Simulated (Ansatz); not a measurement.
A calculation with Ansatz (development build ahead of 0.2.0).

```yaml
crystal:
  periodic: [false, false, false]
  atoms:
    - { symbol: Si, position_ang: [0.0, 0.0, 0.0] }
    - { symbol: H, position_ang: [1.4263, 0.0, 0.82347] }
    - { symbol: H, position_ang: [-1.23365, 0.0, 0.71225] }
basis:
  gaussian: { orbitals: "6-31G" }
hamiltonian:
  xc: hf
correlation:
  method: fci
  frozen_orbitals: { H: 0, Si: 5 }
```

The input is written out in the form of the current development build from the run's settings.

Output:

```
Converged    : yes
Total energy : -290.01180 hartree
State        : lowest singlet root, of any spatial symmetry
```
